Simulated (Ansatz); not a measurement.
Breaking a bond: CH3Cl, SMILES CCl. The C1–Cl5 bond (C1 also carries H, H, H; Cl5 carries nothing else) is pulled apart rigidly from the PBE0/def2-TZVP optimised geometry.

- UHF/cc-pVTZ (Ansatz, a quantum-chemistry and plane-wave program)
- RHF/cc-pVTZ (Ansatz)
- UKS-PBE0 = unrestricted PBE0/cc-pVTZ (Ansatz)
- RKS-PBE0 = Ansatz with restricted PBE0/cc-pVTZ

Scanned distances (Å): 1.44, 1.50, 1.59, 1.67, 1.71, 1.77, 1.85, 1.87, 1.96, 2.03, 2.16, 2.43, 2.70, 2.95, 3.23, 3.54, 3.89, 4.37, 4.70, 5.31, 6.28.

Question: Where does the unrestricted solution first break spin symmetry (<S²> of 0.01 or more)?

Answer: UHF: between 2.16 and 2.43 Å; UKS-PBE0: between 2.43 and 2.70 Å.

```csv
R / Å,<S²> UHF,E(RHF) − E(UHF) / kJ/mol,<S²> UKS-PBE0,E(RKS-PBE0) − E(UKS-PBE0) / kJ/mol
1.44,0.00,0.0,0.00,0.0
1.50,0.00,0.0,0.00,0.0
1.59,0.00,0.0,0.00,0.0
1.67,0.00,0.0,0.00,0.0
1.71,0.00,0.0,0.00,0.0
1.77,0.00,0.0,0.00,0.0
1.85,0.00,0.0,0.00,0.0
1.87,0.00,0.0,0.00,0.0
1.96,0.00,0.0,0.00,0.0
2.03,0.00,0.0,0.00,0.0
2.16,0.00,0.0,0.00,0.0
2.43,0.48,20.4,0.00,0.0
2.70,0.79,81.0,0.23,3.3
2.95,0.91,143.0,0.55,24.1
3.23,0.97,206.7,0.74,53.5
3.54,1.00,266.3,0.85,83.8
3.89,1.01,320.3,0.93,111.6
4.37,1.02,376.0,0.98,139.0
4.70,1.02,404.8,0.99,152.1
5.31,1.02,442.8,1.01,167.9
6.28,1.02,478.9,1.01,180.9
```
